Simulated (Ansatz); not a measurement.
Geometry optimisation, RKS PBE0-D4/def2-SVP (Ansatz).

The input (input.yaml):

```yaml
crystal:
  periodic: [false, false, false]
  atoms:
    - { symbol: Al, position_ang: [0.0, 0.0, 0.0] }
    - { symbol: H, position_ang: [0.0, 0.0, 1.91] }
    - { symbol: H, position_ang: [1.351, 0.0, -0.78] }
    - { symbol: H, position_ang: [-1.351, 0.0, -0.78] }
    - { symbol: "N", position_ang: [0.0928, -2.1047, 0.7] }
    - { symbol: H, position_ang: [-0.4256, -2.8627, 0.1705] }
    - { symbol: H, position_ang: [0.6555, -2.3517, 1.5637] }
    - { symbol: H, position_ang: [0.0453, -1.027, 1.8385] }
basis:
  gaussian: { orbitals: def2-SVP }
hamiltonian:
  xc: pbe0
  dispersion: d4
relax:
  f_tol: 0.15
  max_steps: 25
  restrain:
    - { distance: [0, 4], at: 3.12, k: 30.0 }
    - { distance: [7, 1], at: 1.86, k: 30.0 }
    - { distance: [0, 1], at: 1.56, k: 30.0 }
    - { distance: [7, 4], at: 1.06, k: 30.0 }
output:
  orbitals: {}
```

Launched with:

```bash
$ ansatz run input.yaml --threads 1 --pin off --max-ram 2048MiB --backend cpu --events-out ev --progress --plain --runs-dir out
```

**Question.** Where does it end, and by what steps?

**Answer.** The run converged. The restraints hold the end off the free minimum. After 8 steps the energy has fallen by 2.120 eV (the restraints' own energy left out); N5 moved furthest, 0.78 Å. Joined: N5–H8 (1.57 → 1.04 Å).

```json
{"step": "0", "energy less start (eV)": "0.0000", "largest force component (eV/Å)": "3.904", "accepted": "yes"}
{"step": "1", "energy less start (eV)": "0.3405", "largest force component (eV/Å)": "4.179", "accepted": "yes"}
{"step": "2", "energy less start (eV)": "-0.1518", "largest force component (eV/Å)": "4.707", "accepted": "yes"}
{"step": "3", "energy less start (eV)": "-1.0009", "largest force component (eV/Å)": "3.861", "accepted": "yes"}
{"step": "4", "energy less start (eV)": "-1.6673", "largest force component (eV/Å)": "1.878", "accepted": "yes"}
{"step": "5", "energy less start (eV)": "-2.0065", "largest force component (eV/Å)": "1.185", "accepted": "yes"}
{"step": "6", "energy less start (eV)": "-2.1020", "largest force component (eV/Å)": "0.834", "accepted": "yes"}
{"step": "7", "energy less start (eV)": "-2.1138", "largest force component (eV/Å)": "0.890", "accepted": "yes"}
{"step": "8", "energy less start (eV)": "-2.1196", "largest force component (eV/Å)": "0.935", "accepted": "yes"}
```

```xyz
8
Properties=species:S:1:pos:R:3
Al 0.023 0.265 -0.026
H -0.190 0.317 1.530
H 1.490 0.400 -0.626
H -1.233 0.100 -0.986
N 0.048 -2.512 1.366
H -0.665 -2.747 0.681
H 0.977 -2.628 0.969
H -0.083 -1.541 1.714
```

Run time: 14 s on 1 thread of Arm Neoverse V2, with other jobs on the host, peak memory 0.1 GiB.
